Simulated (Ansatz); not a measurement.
Results of BLYP (Ansatz, a program for electronic structure, PAW) for bcc Mo.

Run with plane-wave cutoff 520 eV, 28×28×28 k mesh, Fermi–Dirac smearing 0.078 eV (set by the program), no spin polarisation, scalar-relativistic PAW data made under PBE.

Cell (relaxed at this level):

```xyz
1
Lattice="-1.6008 1.6008 1.6008 1.6008 -1.6008 1.6008 1.6008 1.6008 -1.6008" Properties=species:S:1:pos:R:3 pbc="T T T"
Mo     0.0000     0.0000     0.0000
```

**Question.** What does this level give for the elastic constant C11, elastic constant C12, Voigt–Reuss–Hill shear modulus (Hill average), elastic constant C44 and Voigt–Reuss–Hill bulk modulus?

**Answer.** 
- elastic constant C11 = 408 GPa
- elastic constant C12 = 147 GPa
- Voigt–Reuss–Hill shear modulus (Hill average) = 97.1 GPa
- elastic constant C44 = 79.4 GPa
- Voigt–Reuss–Hill bulk modulus = 234 GPa

Measured, for comparison: elastic constant C11 478 GPa, elastic constant C12 160 GPa, elastic constant C44 112 GPa (0 K, 300 K values taken to 0 K by the source's computed thermal shift; zero-point effects included; as tabulated in Gong and Corso (2024), arXiv:2406.16634). Computed (rounded) less measured: elastic constant C11 -15 %, elastic constant C12 -8 %, elastic constant C44 -29 %.

Note: shear constants of such metals converge slowly with the k mesh.

Elastic constants are with the ions relaxed.

Computed values are for the static lattice.

It cost very roughly 6 core-minutes of CPU time.
